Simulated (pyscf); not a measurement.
Single points on ωB97X-D3(BJ)/def2-SVP structures (PySCF, gas phase). MP2 and CC: frozen core, UHF for open shells. ΔMP2 is the change of the MP2 total energy from the triple- to the quadruple-zeta basis.

**Question.** For B–F [singlet] + CH₄ → H₃C–BH–F, an insertion (singlet surface; C–H broken, B–C, B–H formed), PBE/def2-TZVP gives ΔE‡ = 41.8 kcal/mol and ΔE = -54.3 kcal/mol (zero: the separated reactants). In which direction and how far do r²SCAN/def2-TZVP, PBE0-D3(BJ)/def2-TZVP, CCSD(T)/def2-TZVPP + ΔMP2(QZVPP) move these?

**Answer.** r²SCAN: ΔE‡ = 44.1 kcal/mol, ΔE = -56.2 kcal/mol; PBE0-D3(BJ): ΔE‡ = 46.1 kcal/mol, ΔE = -56.4 kcal/mol; CCSD(T): ΔE‡ = 55.3 kcal/mol, ΔE = -48.5 kcal/mol. PBE's barrier lies under all of them, by 2.4 to 13.5 kcal/mol. Its reaction energy lies among theirs. Low barriers are usual for a GGA, whose delocalisation error favours stretched bonds. This is the saddle that the search found; another between the same sides may lie lower. The CCSD(T) − MP2 part came from Ansatz, without density fitting, on the same reference.
